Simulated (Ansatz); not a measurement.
# AlH3O2: the cost of one run

Program: the Python package of Ansatz 0.2.0. Level of theory: CCSD(T)/def2-TZVP. These are calculated values, not measurements.

**1. The system**

Bond lengths: O1–Al2 1.815 Å, Al2–O3 1.813 Å, O1–H4 1.003 Å, Al2–H5 1.609 Å, O3–H6 1.003 Å. Angles: O1–Al2–O3 118.9°, O1–Al2–H5 120.3°, O3–Al2–H5 120.8°, Al2–O1–H4 99.5°, Al2–O3–H6 105.1°.

The script holds or builds the structure itself.

**2. The code**

Contents of alh3o2_tae.py:

```python
from collections import Counter

import ansatz as az


def energy(molecule, charge=0, unpaired=0):
    calc = molecule.calculation().basis(gaussian="def2-TZVP").correlation("ccsd_t").accuracy("high")
    if charge:
        calc = calc.charge(charge)
    if unpaired:
        calc = calc.spin("collinear", total=unpaired)
    report = calc.run(threads=1, pin="off").report
    if report["published_state_doubts"]:
        print("  doubts:", report["published_state_doubts"])
    return report["free_energy_ev"]

GEOMETRY = """
O    -1.23560   -0.87770   -0.69360
Al    0.16340    0.20160   -0.27780
O     0.75670    0.24420    1.43460
H    -1.98890   -0.22620   -0.57210
H     0.89050    1.06680   -1.42310
H     1.45600   -0.47260    1.48580
"""

system = az.Crystal.molecule()
for line in GEOMETRY.strip().splitlines():
    symbol, *xyz = line.split()
    system = system.atom(symbol, [float(v) for v in xyz])

unpaired = {"O": 2, "Al": 1, "H": 1}
counts = Counter(site.symbol for site in system.cartesian_sites)
atom_energy = {s: energy(az.Crystal.molecule().atom(s, (0, 0, 0)), 0, unpaired[s]) for s in counts}
whole = energy(system, 0, 0)
for s, e in atom_energy.items():
    print(f"{s:2s} x{counts[s]}  {e:14.5f} eV")
print(f"AlH3O2: {whole:.5f} eV")
split = sum(counts[s] * e for s, e in atom_energy.items()) - whole
print(f"atomisation energy (no zero-point term): {96.485332 * split:.1f} kJ/mol, {split / sum(counts.values()):.3f} eV an atom")
```

**3. What the engine is handed**

The package turns the script's settings into the engine's input (first run):

```yaml
crystal:
  periodic: [false, false, false]
  atoms:
    - { symbol: O, position_ang: [0.0, 0.0, 0.0] }
accuracy: high
basis:
  gaussian:
    orbitals: def2-TZVP
magnetization:
  spin_polarized: true
  initial_magnetization: 2.0
correlation:
  method: ccsd_t
```

**4. Launch**

Started as:

```sh
$ python alh3o2_tae.py
```

Q: Estimate wall time and peak memory on 1 thread of Arm Neoverse V2, shared host.

About 27 s, with a peak of 1.1 GiB.
